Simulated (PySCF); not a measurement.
## Working with the constants of SiN⁻

PBE0 constants of SiN⁻, ¹Σ⁺ (singlet), closed shell (basis Si aug-cc-pV(D+d)Z, N aug-cc-pVDZ; no relativity; PySCF 2.14; masses 27.9769 and 14.0031 u):

- ωe: 1181.7 cm⁻¹
- ωexe: 5.1 cm⁻¹
- Be: 0.71624 cm⁻¹
- αe: 0.00466 cm⁻¹
- De to Si⁻ + N: 5.63 eV

What force constant and bond length do these constants imply?

Reduced mass μred = 9.3321 u; k = 5.8918×10⁻⁷·μred·ωe² (u, cm⁻¹, mdyn/Å) = 7.68 mdyn/Å; Re = √(16.8576/(μred·Be)) (u, cm⁻¹, Å) = 1.588 Å.

Estimate the centrifugal constant D from the Kratzer relation and find the Dunham coefficient a1.

D = 4Be³/ωe² = 1.05e-06 cm⁻¹; a1 = −1 − αeωe/(6Be²) = -2.79.

For an ion De counts to the pair picked by the measured ionisation energies or electron affinities, which need not be the lowest pair at this level.
